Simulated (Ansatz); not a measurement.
Two shapes of triplet C2H4.

Shape 1:

```xyz
6

C    -0.6099   -0.1633   -0.1776
C     0.6182    0.1514    0.1901
H    -0.8284   -0.5465   -1.1675
H    -1.4515   -0.0495    0.4954
H     1.4605    0.0411   -0.4827
H     0.8351    0.5328    1.1810
```

Shape 2:

```xyz
6

C     0.1838    0.5753    0.2790
C    -0.1838   -0.5753   -0.2790
H    -0.3198    0.9709    1.1664
H     1.0052    1.1743   -0.1262
H    -1.0052   -1.1743    0.1262
H     0.3198   -0.9709   -1.1664
```

Basis set: def2-SVP (spherical functions). Frozen core: 2 orbitals. Charge 0, multiplicity 3.

Computed with Ansatz (development build ahead of 0.2.0); each method stands on the lowest determinant of its kind that the runs found.

**Question.** Which shape is lower in energy, and by how much in each method?

**Answer.**

```csv
method,E(2) − E(1) (eV)
UHF,-0.108
UHF-MP2,-0.117
```

Shape 2 is lower. Caution: another spin multiplicity may lie lower.
